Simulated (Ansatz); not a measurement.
## Worked example: correlation energy of AlB, singlet

Geometry: a point of a stretch scan, not a stationary point.

```xyz
2

B     0.0000    0.0000    0.0000
Al    0.0000    0.0000    2.8280
```

Basis cc-pVDZ; Ansatz 0.2.0. Only valence electrons are correlated (noble-gas cores frozen), which leaves 6 electrons in 26 orbitals. R marks a restricted (for open shells ROHF) determinant.

Full CI is exact within this basis and frozen core; it isn't the basis-set limit.

Runs differ by some tens of microhartree through their thresholds, so steps under 0.03 kcal/mol mean nothing.

```json
{"level": "RHF", "total energy (hartree)": "-266.399856"}
{"level": "RMP2", "total energy (hartree)": "-266.493744"}
{"level": "RCCSD", "total energy (hartree)": "-266.537203"}
{"level": "RCCSD(T)", "total energy (hartree)": "-266.541712"}
{"level": "RCCSDT", "total energy (hartree)": "-266.543134"}
{"level": "RCCSDT(Q)", "total energy (hartree)": "-266.543618"}
{"level": "RCCSDTQ", "total energy (hartree)": "-266.543854"}
{"level": "full CI", "total energy (hartree)": "-266.543897"}
```

Question: What is the correlation energy at full CI, and what share of it do RMP2 and RCCSDT(Q) recover?

Answer: E(corr) = -266.543897 − (-266.399856) = -0.144041 hartree = -3.920 eV. RMP2: -0.093888 / -0.144041 = 65.18 %. RCCSDT(Q): -0.143762 / -0.144041 = 99.81 %.

Question: By how many kcal/mol does RCCSD(T) miss full CI (1 hartree = 627.509 kcal/mol), and which steps make up the rest?

Answer: -266.541712 − (-266.543897) = 0.002185 hartree = 1.37 kcal/mol. Steps: RCCSDT − RCCSD(T) = -0.89, RCCSDT(Q) − RCCSDT = -0.30, RCCSDTQ − RCCSDT(Q) = -0.15, full CI − RCCSDTQ = -0.03 kcal/mol. Differences between like states or geometries often cancel part of this.
